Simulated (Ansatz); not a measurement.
BH2(NH2) (BNH4). Total charge 0; singlet. Geometry PBE-D4/def2-TZVP, basis def2-TZVP, Ansatz.

```xyz
6

B    -0.532    0.168    0.405
H    -1.288   -0.699    0.758
H    -0.672    1.316    0.733
N     0.543   -0.171   -0.413
H     1.222    0.504   -0.751
H     0.726   -1.118   -0.731
```

```tsv
run	HOMO (eV)	LUMO (eV)
A	-8.40	-0.05
B	-10.11	1.23
C	-7.23	-0.68
D	-7.54	-0.35
E	-7.49	-1.01
F	-8.65	0.21
```

B3LYP takes the VWN-RPA correlation.

**Question.** The runs used B3LYP, CAM-B3LYP, LDA (SPW92), PBE0, r2SCAN, revPBE. Estimate which is which.

**Answer.** A B3LYP (20 % exact exchange); B CAM-B3LYP (range-separated); C revPBE (0 % exact exchange); D r2SCAN (0 % exact exchange); E LDA (SPW92) (0 % exact exchange); F PBE0 (25 % exact exchange). Exact exchange lowers occupied and raises empty levels; among semilocal functionals meta-GGAs tend to open the gap a little, and such runs are hard to tell apart. The gap grows from 6.48 eV (LDA (SPW92)) to 11.34 eV (CAM-B3LYP).
